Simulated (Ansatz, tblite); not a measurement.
**The cluster PbSe2+: rung by rung**

An exercise on one series of results from a longer session: the logs are not shown, and one member is left open.

The runs use Ansatz 0.2.0, Gaussian basis; as each input shows.

The runs, in order: GFN1-xTB, GFN2-xTB, PBE-D4/def2-TZVP, r2SCAN-D4/def2-TZVP, HF/def2-TZVP, CAM-B3LYP-D4/def2-TZVP, PBE-QIDH/def2-TZVP, LC-ωPBE/def2-TZVP, HSE06-D4/def2-TZVP, PBE+5HF/def2-TZVP, PBE+10HF/def2-TZVP, PBE+15HF/def2-TZVP, PBE+35HF/def2-TZVP, PBE+50HF/def2-TZVP, PBE-D4/def2-SVP, PBE0-D4/def2-SVP, CCSD(T)/def2-SVP, MP2/def2-TZVP, RPA/def2-TZVP.

### The relaxed structure

The doublet was relaxed beforehand with r2SCAN-D4/def2-TZVP. At that level it is the lowest of the isomers that a small search found.

3 atoms, charge 1, spin multiplicity 2.

Bond lengths: Pb1–Se2 2.721 Å, Pb1–Se3 2.722 Å, Se2–Se3 2.292 Å. Angles: Se2–Pb1–Se3 49.8°, Pb1–Se2–Se3 65.1°, Pb1–Se3–Se2 65.1°.

Pb takes a core potential in the def2 sets. No spin-orbit coupling is included. The ion is computed in the gas phase, without counter-ions or solvent.

PBE0-D4/def2-TZVP was run before; its log isn't repeated, and its numbers join the tables.

The first run:

Tight binding, by tblite at 300 K electronic temperature and without a spin-polarisation term:

```python
tblite.interface.Calculator('GFN1-xTB', numbers, positions, charge=1, uhf=1).singlepoint()
```

Tight binding, by tblite at 300 K electronic temperature and without a spin-polarisation term:

```python
tblite.interface.Calculator('GFN2-xTB', numbers, positions, charge=1, uhf=1).singlepoint()
```

start.molden holds the orbitals of an earlier run on this state, given as this run's starting guess.

The input, in.yaml:

```yaml
crystal:
  periodic: [false, false, false]
  atoms:
    - {symbol: Pb, position_ang: [0.731592, 1.303936, -0.687370]}
    - {symbol: Se, position_ang: [0.595178, -1.261910, 0.209282]}
    - {symbol: Se, position_ang: [-1.326770, -0.042025, 0.478088]}
basis:
  gaussian: {orbitals: def2-TZVP, initial_orbitals: start.molden}
total_charge: 1
magnetization: {spin_polarized: true, initial_magnetization: 1}
hamiltonian: {xc: pbe, dispersion: d4}
scf: {omitted_lower_state_checks: [starts]}
output: {orbitals: {seedname: orbitals}}
```

Started as:

```console
$ ansatz run in.yaml --threads 4 --pin off --events-out ev --progress --plain --max-ram 3916MiB
```

Steps of the session up to this table: PBE-D4/def2-TZVP; r2SCAN-D4/def2-TZVP; HF/def2-TZVP; CAM-B3LYP-D4/def2-TZVP; PBE-QIDH/def2-TZVP; LC-ωPBE/def2-TZVP; HSE06-D4/def2-TZVP; PBE+5HF/def2-TZVP; PBE+10HF/def2-TZVP; PBE+15HF/def2-TZVP; PBE+35HF/def2-TZVP; PBE+50HF/def2-TZVP; PBE-D4/def2-SVP; PBE0-D4/def2-SVP; CCSD(T)/def2-SVP; MP2/def2-TZVP; RPA/def2-TZVP.

One of the session's tables, all rows but one given; the rest of the session is left out.

| level | HOMO (eV) | LUMO (eV) | gap (eV) |
| --- | --- | --- | --- |
| HF/def2-TZVP | -14.13 | -5.30 | 8.84 |
| PBE-D4/def2-SVP | -10.74 | -9.83 | 0.91 |
| PBE-D4/def2-TZVP | -10.71 | -9.76 | 0.94 |
| r2SCAN-D4/def2-TZVP | -11.04 | -9.66 | 1.39 |
| PBE0-D4/def2-SVP | -11.94 | -9.01 | 2.93 |
| PBE0-D4/def2-TZVP | -11.87 | -8.91 | 2.96 |
| HSE06-D4/def2-TZVP | -11.48 | -9.29 | 2.19 |
| CAM-B3LYP-D4/def2-TZVP | ? | ? | ? |
| LC-ωPBE/def2-TZVP | -14.44 | -6.73 | 7.71 |
| PBE+5HF/def2-TZVP | -10.94 | -9.59 | 1.34 |
| PBE+10HF/def2-TZVP | -11.17 | -9.42 | 1.75 |
| PBE+15HF/def2-TZVP | -11.40 | -9.25 | 2.15 |
| PBE+35HF/def2-TZVP | -12.35 | -8.57 | 3.78 |
| PBE+50HF/def2-TZVP | -13.07 | -8.06 | 5.01 |

Estimate the missing values for CAM-B3LYP-D4/def2-TZVP.

The run gave: HOMO (eV): -13.07; LUMO (eV): -7.87; gap (eV): 5.20.
